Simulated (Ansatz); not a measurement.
Frontier orbitals of `O=NF`.

```
atom   x (Å)   y (Å)   z (Å)
  O1  -0.440  -0.105   0.929
  N2   0.010   0.498   0.090
  F3   0.430  -0.393  -1.019
```

The species carries charge 0 and has multiplicity 1. Geometry: relaxed with PBE0-D4/def2-TZVP. Basis def2-TZVPP, Ansatz.

A caution on the coupled-cluster cation, which keeps the state that its UHF reference found: large T1 diagnostic of the cation; spin contamination of the cation.

| functional | HOMO (eV) | LUMO (eV) | gap (eV) |
| --- | --- | --- | --- |
| PBE | -8.10 | -4.46 | 3.64 |
| PBE0 | -9.77 | -3.25 | 6.52 |
| B3LYP | -9.57 | -3.62 | 5.95 |
| HSE06 (plane-wave form) | -9.36 | -3.64 | 5.72 |
| BHLYP | -11.45 | -1.93 | 9.52 |
| LC-ωPBE | -12.57 | -0.59 | 11.98 |
| ωB97X-V | -12.23 | -0.65 | 11.58 |
| ωB97M-V | -12.17 | -0.65 | 11.52 |

(1) What is the vertical ionisation energy at frozen-core CCSD(T)/CBS(def2)? (Estimate.)

Answers

(1) The calculation gave: 13.10 eV (T1 of the cation 0.052).

From PBE to PBE0 the HOMO moves by −1.68 eV and the LUMO by +1.21 eV, and with ωB97M-V by −4.07 and +3.81 eV, so the gap grows from 3.64 to 11.52 eV with exact exchange. −ε(HOMO) differs from that ionisation energy by −5.00 eV with PBE and −0.93 eV with ωB97M-V.

B3LYP here is the variant with VWN-RPA as its local correlation; programs differ in this. LC-ωPBE has ω = 0.4 bohr⁻¹.
